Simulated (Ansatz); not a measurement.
C₃H₆F₂ (`CC(F)CF`) at its PBE0-D4/def2-TZVP geometry, where that method's forces vanish. Charge 0, multiplicity 1.

| atom | x (Å) | y (Å) | z (Å) |
| --- | --- | --- | --- |
| C1 | 0.9004 | -0.5269 | 0.7568 |
| C2 | 0.2692 | 0.5165 | -0.1227 |
| F3 | 1.0657 | 0.7287 | -1.2419 |
| C4 | -1.0963 | 0.1227 | -0.6474 |
| F5 | -1.9748 | 0.0098 | 0.4109 |
| H6 | 0.2620 | -0.7153 | 1.6219 |
| H7 | 1.0277 | -1.4617 | 0.2059 |
| H8 | 1.8763 | -0.1911 | 1.1097 |
| H9 | 0.1890 | 1.4738 | 0.4041 |
| H10 | -1.4731 | 0.8849 | -1.3342 |
| H11 | -1.0462 | -0.8414 | -1.1630 |

(1) For each bond, give half the difference of the two atoms' forces along it (eV/Å; positive pushes the atoms apart) under PBE-D4, r2SCAN-D4, B3LYP-D4, ωB97M-V in def2-TZVPP. (An estimate is asked.)

Answers

(1) Computed: 
```csv
bond,length (Å),PBE-D4,r2SCAN-D4,B3LYP-D4,ωB97M-V
C1–C2,1.504,-0.06,0.01,0.11,0.11
C1–H6,1.092,0.10,-0.02,-0.07,-0.07
C1–H7,1.092,0.11,-0.03,-0.05,-0.07
C1–H8,1.091,0.10,-0.03,-0.07,-0.07
C2–F3,1.390,0.54,0.36,0.39,0.24
C2–C4,1.515,-0.07,-0.02,0.02,0.03
C2–H9,1.096,0.08,-0.09,-0.18,-0.18
C4–F5,1.380,0.51,0.35,0.41,0.29
C4–H10,1.093,0.07,-0.08,-0.15,-0.15
C4–H11,1.094,0.08,-0.07,-0.14,-0.14
```

B3LYP here is the variant with VWN-RPA as its local correlation; programs differ in this.
